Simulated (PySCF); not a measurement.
Isomers of C3H3N. Gas-phase values, no solvent. Strings in code marks are SMILES.

The numbers are results of PySCF with PBE-D3(BJ)/def2-TZVP // B3LYP-D3(BJ)/def2-TZVP, not measurements. 

```json
[
 {"species": "`C=CC#N`", "dipole moment (D)": "3.88", "HOMO–LUMO gap (eV)": "4.65", "HOMO (eV)": "-7.34"},
 {"species": "`[H]/N=C\\C#C`", "dipole moment (D)": "2.19", "HOMO–LUMO gap (eV)": "4.01", "HOMO (eV)": "-6.60"},
 {"species": "`N(C#C)=C`", "dipole moment (D)": "1.64", "HOMO–LUMO gap (eV)": "3.20", "HOMO (eV)": "…"},
 {"species": "`C=C=C=N`", "dipole moment (D)": "1.82", "HOMO–LUMO gap (eV)": "…", "HOMO (eV)": "-5.51"},
 {"species": "`N=c1cc1`", "dipole moment (D)": "3.34", "HOMO–LUMO gap (eV)": "3.61", "HOMO (eV)": "…"}
]
```

Task: Complete the blanks.

Result: 
- `N(C#C)=C`, HOMO (eV): -5.92
- `C=C=C=N`, HOMO–LUMO gap (eV): 2.46
- `N=c1cc1`, HOMO (eV): -5.59
